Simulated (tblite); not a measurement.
C4H7OS (doublet state).
Structure used (GFN2-xTB), in Å, numbered top down from 1:
```xyz
13
C4H7OS angstrom
C      2.591   -0.416   -0.424
C      1.833   -0.762    0.565
O      0.528   -0.415    0.828
C     -0.093    0.425   -0.113
C     -1.539    0.635    0.304
S     -2.545   -0.879    0.149
H      2.643    0.152   -1.319
H      2.179   -1.418    1.357
H      0.422    1.399   -0.147
H     -0.039   -0.025   -1.116
H     -1.586    0.898    1.360
H     -2.001    1.421   -0.293
H     -2.399   -1.014   -1.170
```

Computed values, GFN2-xTB/tblite, gas phase, harmonic and unscaled. Against measured fundamentals such values can be off by several per cent, at times by over 20. Modes of hydrogen on sulfur can be 10 to 20 % off. One conformer, not necessarily the lowest. Open shells enter through the occupations alone, without spin polarisation, and single modes of such species can be off by tens of per cent.

Harmonic wavenumbers (cm⁻¹): 46.9, 70.5, 164.3, 206.6, 227.1, 275.9, 407.6, 516.7, 521.5, 680.2, 730.2, 766.2, 866.2, 890.8, 978.7, 1016.1, 1063.2, 1100.2, 1161.5, 1203.0, 1238.1, 1260.0, 1331.4, 1419.1, 1480.0, 1689.7, 2420.8, 2849.2, 2882.8, 2986.9, 3001.9, 3021.5, 3240.8.

A = 8089, B = 1290, C = 1231 MHz; mass 103.022 u (most abundant isotopes); point group C1, symmetry number 1; spin multiplicity 2.

What is the zero-point energy?

Half the sum of the wavenumbers: 20858 cm⁻¹ = 249.52 kJ/mol.

Entropy at 400 K, 1 bar (ideal gas, RRHO, classical rotation)?

Translation 172.77, rotation 119.21, vibration 117.34, spin (R ln 2) 5.76: S = 415.1 J/(mol K).

And Cp and H(400 K) − H(0)?

Cp = 148.05 J/(mol K), of which vibrations give 114.79 (their classical limit is 33 R = 274.4); H(400 K) − H(0) = 37.14 kJ/mol without the zero-point energy, 23.84 from vibrations.

What must be added to the electronic energy to get the Gibbs energy at 400 K and 1 bar?

ZPE + [H(400 K) − H(0)] − T·S = 249.52 + 37.14 − 166.03 = 120.63 kJ/mol.

Which modes carry the vibrational entropy at 400 K?

46.9 cm⁻¹: 23.12; 70.5 cm⁻¹: 19.74; 164.3 cm⁻¹: 12.81; 206.6 cm⁻¹: 10.97; 227.1 cm⁻¹: 10.22; 275.9 cm⁻¹: 8.71 J/(mol K); the other 27 give 31.76 together.

How do the functions run with temperature in this model?

```
 T (K)  S (J/(mol K))  Cp (J/(mol K))  H − H(0) (kJ/mol)  G − H(0) (kJ/mol)  ln q(vib)
   150          308.5            79.9               8.57             -37.70       2.34
   250          355.6           107.3              17.92             -70.98       4.22
298.15          375.7           120.9              23.41             -88.59       5.10
   600          483.4           188.9              71.11            -218.92      10.45
   900          568.0           227.8             134.11            -377.10      15.34
```

q(vib) and H(0) count from the zero-point level.

Blend soft modes into free rotors: weight 1/[1 + (100 cm⁻¹/ν̃)⁴] for the oscillator and the rest for a rotor with moment μB/(μ + B), μ = h/(8π²ν), B = 10⁻⁴⁴ kg m². What vibrational entropy results?

106.49 J/(mol K) in place of 117.34, which changes −T·S at 400 K by +4.34 kJ/mol.

Hindered rotation and anharmonicity are outside this model. Other conformers, if any are populated, would add a mixing term that is left out. The structure is chiral; the term R ln 2 for an equal mix with its mirror image is left out.
